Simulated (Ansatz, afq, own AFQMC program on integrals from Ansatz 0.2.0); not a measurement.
# NH$_{3}$⁺, doublet in 6-31G along one coordinate

| atom | x (Å) | y (Å) | z (Å) |
| --- | --- | --- | --- |
| N | 0.0000 | 0.0000 | 0.0000 |
| H | 1.0240 | 0.0138 | -0.0001 |
| H | -0.5239 | 0.8799 | -0.0028 |
| H | -0.5001 | -0.8937 | 0.0028 |

All coordinates are scaled about the centre. Energies in kcal/mol count from this geometry (1.000) at the same level; the start stands on UHF, each point on the determinant named.

Basis 6-31G. Only valence electrons are correlated. AFQMC by an in-house program on the Cholesky factors that Ansatz 0.2.0 writes for its CCSD(T) run. The CISD trial takes its coefficients from CCSD amplitudes. Released means that phaseless walkers are propagated on without the constraint, phases kept. Uncertainties: one standard error, sampling alone.

Cautions, each for one point or more: (Q) is large, so the cluster series hasn't closed; (T) is large; a spin-contaminated unrestricted determinant lies lower; cluster runs in doubt by the program's own checks; strong correlation; the ph-AFQMC/CISD walk drifts between its halves; the search met a lower determinant of the same kind, perhaps of another symmetry; unrestricted determinant slightly spin contaminated.

```json
{"scale of all distances": "0.874", "det.": "UHF", "T1": "0.005", "weight": "0.97", "⟨S²⟩": "0.76", "CCSD(T)": "35.2", "ph-AFQMC/CISD": "35.4 ± 0.02", "released AFQMC": "35.3 ± 0.02", "FCI": "35.3", "CCSDT(Q)": "35.3", "B3LYP": "34.4", "B2PLYP": "33.4"}
{"scale of all distances": "1.141", "det.": "UHF", "T1": "0.012", "weight": "0.94", "⟨S²⟩": "0.77", "CCSD(T)": "20.8", "ph-AFQMC/CISD": "20.7 ± 0.05", "released AFQMC": "20.7 ± 0.03", "FCI": "20.7", "CCSDT(Q)": "20.7", "B3LYP": "21.3", "B2PLYP": "22.5"}
{"scale of all distances": "1.315", "det.": "UHF", "T1": "0.024", "weight": "0.92", "⟨S²⟩": "0.82", "CCSD(T)": "76.8", "ph-AFQMC/CISD": "76.5 ± 0.08", "released AFQMC": "76.5 ± 0.04", "FCI": "76.5", "CCSDT(Q)": "76.5", "B3LYP": "78.4", "B2PLYP": "80.7"}
{"scale of all distances": "1.499", "det.": "ROHF", "T1": "0.036", "weight": "0.87", "⟨S²⟩": "pure", "CCSD(T)": "140.0", "ph-AFQMC/CISD": "139.8 ± 0.1", "released AFQMC": "139.7 ± 0.07", "FCI": "139.5", "CCSDT(Q)": "139.5", "B3LYP": "143.8", "B2PLYP": "147.2"}
{"scale of all distances": "1.722", "det.": "ROHF", "T1": "0.052", "weight": "0.81", "⟨S²⟩": "pure", "CCSD(T)": "204.9", "ph-AFQMC/CISD": "205.4 ± 0.2", "released AFQMC": "–", "FCI": "204.3", "CCSDT(Q)": "204.1", "B3LYP": "212.3§", "B2PLYP": "219.7§"}
{"scale of all distances": "1.981", "det.": "ROHF", "T1": "0.078", "weight": "0.70", "⟨S²⟩": "pure", "CCSD(T)": "258.8", "ph-AFQMC/CISD": "262.4 ± 0.2", "released AFQMC": "–", "FCI": "258.7", "CCSDT(Q)": "258.2", "B3LYP": "266.6§", "B2PLYP": "277.4§"}
{"scale of all distances": "2.372", "det.": "ROHF", "T1": "0.144", "weight": "0.49", "⟨S²⟩": "pure", "CCSD(T)": "300.1", "ph-AFQMC/CISD": "315.5 ± 0.2", "released AFQMC": "–", "FCI": "305.8", "CCSDT(Q)": "305.4", "B3LYP": "301.0§", "B2PLYP": "312.7§"}
```

Weight is that of the determinant in the CISD state; at the start T1 is 0.007 and the weight 0.96, and ⟨S²⟩ is 0.76. A dash marks a missing value, a released energy that hasn't settled or a functional that sits on another state. § marks a functional whose ⟨S²⟩ is too high by over 0.1. Largest departures from full CI: CCSD(T) -5.7 kcal/mol at 2.372 (on ROHF), ph-AFQMC/CISD 9.8 kcal/mol at 2.372 (on ROHF), released AFQMC 0.2 kcal/mol at 1.499 (on ROHF), CCSDT(Q) -0.5 kcal/mol at 1.981 (on ROHF), B3LYP 4.3 kcal/mol at 1.499, B2PLYP 7.7 kcal/mol at 1.499. Functionals count only at points shown to share the start's state and spin. In this small basis the wave-function levels are far from their limit, so their gap to the functionals isn't the functionals' error.

Some points may be missing: those where a free walk finds a much lower state, and past Zn most of those on another determinant than at the start.

CCSDT and higher add their correlation energy to the determinant of the CCSD(T) run, since their own runs factorise the integrals more tightly (a shift of under 2 meV). A walk keeps the symmetry of its determinant, which the program's search chose and which needn't be the lowest solution, so a lower state of the same spin and another symmetry isn't excluded. Released energies are given only where the last usable release times agree within the noise; a slower fall can still hide under it.
